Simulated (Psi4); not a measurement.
## N2H4 (SMILES NN): methods side by side

The species is N2H4 (6 atoms), meant as a singlet with charge 0. SMILES: `NN`. Geometry: optimised at PBE0/def2-TZVP. This is one conformer, not always the lowest.

```xyz
6

N    -0.1239   -0.6970    0.1971
N     0.4811    0.5759    0.0653
H    -1.0695   -0.7207   -0.1690
H     0.4323   -1.3656   -0.3178
H     0.1379    1.0909   -0.7382
H     0.2742    1.1112    0.8972
```

Quantity: the dipole moment, in D. The values are calculated.

```csv
level,kind,program,value (D),CPU time
PBE-D4/def2-TZVPP (density fitting),GGA,Psi4,1.89,44 s
r2SCAN-D4/def2-TZVPP (density fitting),meta-GGA,Psi4,1.92,2.5 min
B3LYP-D4/def2-TZVPP (density fitting),global hybrid,Psi4,1.94,39 s
PBE0-D4/def2-TZVPP (density fitting),global hybrid,Psi4,1.94,37 s
wB97M-V/def2-TZVPP (density fitting),range-separated hybrid,Psi4,1.95,2.6 min
```

The values span 1.89 to 1.95 D. Magnitudes only. CPU times are rough (shared hosts, several kinds of processor): they show what a rung costs within a factor of a few.
